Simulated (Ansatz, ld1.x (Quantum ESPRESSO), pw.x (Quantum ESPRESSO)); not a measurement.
**pw.x on diamond Mg: one setting changed**

Potential: norm-conserving Troullier–Martins (Kleinman–Bylander form), ld1.x (Quantum ESPRESSO) 7.5, PBEsol; core [Ne], reference 3s2 3p0; waves: 3s (bound): rc 2.85 bohr; 3p (bound, empty): rc 3.60 bohr; 3d channel at -0.1 Ry: rc 3.70 bohr; local part: the d channel; core correction: none.

The reference run (k-mesh 8³, cutoffs 35/140 Ry, Fermi–Dirac 0.01 Ry, mixing_beta 0.4, conv_thr 1e-9, no spin) gives 0.01 GPa at 38.999 Å³/atom, where all-electron LAPW gives -0.01 GPa. This run, with its own iteration cap, changes smearing to box, a wrong or extreme entry chosen on purpose.

```
&control
  calculation='scf', prefix='x', pseudo_dir='./', outdir='./tmp', tstress=.true., disk_io='none'
/
&system
  ibrav=0, nat=2, ntyp=1, ecutwfc=35, ecutrho=140, nbnd=9,
  occupations='smearing', smearing='box', degauss=0.01
/
&electrons
  conv_thr=1e-09, mixing_beta=0.4, electron_maxstep=70
/
ATOMIC_SPECIES
Mg 1.0 Mg.UPF
CELL_PARAMETERS angstrom
  0.00000000 3.39118246 3.39118246
  3.39118246 0.00000000 3.39118246
  3.39118246 3.39118246 0.00000000
ATOMIC_POSITIONS crystal
Mg 0.0000 0.0000 0.0000
Mg 0.2500 0.2500 0.2500
K_POINTS automatic
8 8 8 0 0 0
```

```bash
pw.x < Mg.scf.in > Mg.scf.out
```

How does the run end?

It stops with "set_occupations: smearing box unknown".

```
Error in routine  set_occupations (1):
      smearing box unknown
```
